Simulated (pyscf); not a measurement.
Single points on ωB97X-D3(BJ)/def2-SVP structures (PySCF, gas phase).

SMILES: [NH2][Mo]([Cl])([Cl])([Cl])([Cl])[Cl]
```xyz
9

N      0.5242     0.1317     0.3438
Mo    -1.2216     0.0935    -0.4140
Cl    -0.7488    -2.1106    -0.8192
Cl    -3.3085     0.7352    -1.1292
Cl    -2.3221    -0.6586     1.4452
Cl    -1.0153     2.2949     0.2792
Cl    -0.5976     0.4512    -2.5857
H      1.1088    -0.7040     0.3645
H      0.9640     0.9525     0.7568
```

**Question.** How much does it cost (ΔH, 298 K, ωB97M-D3(BJ)/def2-TZVP) to split H₂N–Mo(Cl)(Cl)(Cl)(Cl)–Cl at its H–N bond into [HN–Mo(Cl)(Cl)(Cl)(Cl)–Cl]• + H•?

**Answer.** H–N to [HN–Mo(Cl)(Cl)(Cl)(Cl)–Cl]• + H•: 81.7 kcal/mol. The 7 functionals that were run give +78.9 (M06-2X) to +86.2 kcal/mol (r²SCAN). The radicals are drawn with the spin at the cut bond; how far it spreads was not checked. Other isomers of [HN–Mo(Cl)(Cl)(Cl)(Cl)–Cl]• were not searched in full and may lie lower. Open-shell species with a d-block atom are single-reference here; other states, and whether the spin sits on metal or ligand, were not checked. Elements past Kr carry the def2 core potentials, without spin-orbit coupling.
